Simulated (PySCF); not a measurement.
Isothiocyanic acid, CHNS.
InChI=1S/CHNS/c2-1-3/h2H

The closed-shell ground state was solved at several levels (PySCF, density fitting, gas phase, non-relativistic). Geometry: PBE0-D3(BJ)/def2-TZVP; no solvent, vibrations or thermal averaging.

```json
{"level": "PBE0/pcSseg-2", "basis functions": "129", "total energy (Eh)": "-491.4464", "HOMO (eV)": "-7.61", "LUMO (eV)": "-1.13", "gap (eV)": "6.48", "dipole (D)": "2.03"}
{"level": "KT3/pcSseg-2", "basis functions": "129", "total energy (Eh)": "-495.9643", "HOMO (eV)": "-6.54", "LUMO (eV)": "-2.04", "gap (eV)": "4.50", "dipole (D)": "1.92"}
{"level": "B97-2/pcSseg-2", "basis functions": "129", "total energy (Eh)": "-491.6888", "HOMO (eV)": "-7.38", "LUMO (eV)": "-1.19", "gap (eV)": "6.19", "dipole (D)": "2.02"}
```

Q: Estimate the row for wB97X-D/pcSseg-2, a basis of 129 functions; the other rows only guide the guess.

A: Total energy -491.6548 Eh, HOMO -9.40 eV, LUMO 0.63 eV, gap 10.03 eV, dipole 2.10 D.

Q: Over all these levels, which gives the widest orbital gap and which the narrowest?

A: wB97X-D/pcSseg-2 (range-separated hybrid) has the widest, 10.03 eV, and KT3/pcSseg-2 (GGA) the narrowest, 4.50 eV. From the narrowest to the widest the HOMO moves by -2.86 eV and the LUMO by +2.67 eV.

Q: In the pcSseg-2 basis, how does the gap go with the fixed share of exact exchange?

A: KT3 (0 %) 4.50 eV; B97-2 (21 %) 6.19 eV; PBE0 (25 %) 6.48 eV. Each rise in the share widens the gap here.

Q: How far do the dipole and the HOMO energy spread over the levels?

A: The dipole runs from 1.92 to 2.10 D (mean 2.02 D) and the HOMO from -9.40 to -6.54 eV.

wB97X-D is run here without its empirical dispersion term; that term would change no orbital, density or response property at a fixed geometry.
